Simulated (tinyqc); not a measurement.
Inside a calculation. Method: extended Hueckel theory, for CH3. One step of it, computed by the program tinyqc.

Question. Orbitals. Solve H C = S C e through S^(-1/2); fill by pairs from the bottom, a degenerate level sharing its electrons equally; each orbital has its largest coefficient positive (the first on a tie).

H (eV), lower triangle:
```
             1C 2s      1C 2px      1C 2py      1C 2pz       2H 1s       3H 1s       4H 1s
1C 2s   -21.400000
1C 2px    0.000000  -11.400000
1C 2py    0.000000    0.000000  -11.400000
1C 2pz    0.000000    0.000000    0.000000  -11.400000
2H 1s   -16.940883  -12.136841    0.000000    0.704223  -13.600000
3H 1s   -16.949565    6.067303  -10.515925    0.704732   -3.249271  -13.600000
4H 1s   -16.949565    6.067303   10.515925    0.704732   -3.249271   -3.248758  -13.600000
```

overlap S, lower triangle:
```
           1C 2s     1C 2px     1C 2py     1C 2pz     2H 1s     3H 1s     4H 1s
1C 2s   1.000000
1C 2px  0.000000   1.000000
1C 2py  0.000000   0.000000   1.000000
1C 2pz  0.000000   0.000000   0.000000   1.000000
2H 1s   0.484025   0.485474   0.000000  -0.028169  1.000000
3H 1s   0.484273  -0.242692   0.420637  -0.028189  0.119458  1.000000
4H 1s   0.484273  -0.242692  -0.420637  -0.028189  0.119458  0.119440  1.000000
```

valence electrons = 7

Give: orbital energies; occupations; coefficients; sum of one-electron energies.

Answer.

orbital energies (eV): -26.0409  -16.7871  -16.7853  -11.4132  11.6349  11.6682  31.2394

occupations: 2.0000  2.0000  2.0000  1.0000  0.0000  0.0000  0.0000

coefficients:
```
           MO1      MO2      MO3      MO4      MO5      MO6      MO7
1C 2s   0.6314   0.0000   0.0000   0.0395   0.0009   0.0000   1.3852
1C 2px  0.0000   0.0000   0.5438   0.0000   1.1726   0.0000  -0.0010
1C 2py  0.0000   0.5437   0.0000   0.0000   0.0000   1.1731   0.0000
1C 2pz  0.0014   0.0000   0.0000   0.9987   0.0000   0.0000  -0.0845
2H 1s   0.2251   0.0000   0.4897  -0.0115  -1.0131   0.0000  -0.7567
3H 1s   0.2252   0.4239  -0.2447  -0.0115   0.5057  -0.8773  -0.7584
4H 1s   0.2252  -0.4239  -0.2447  -0.0115   0.5057   0.8773  -0.7584
```

sum of one-electron energies = -130.6399 eV
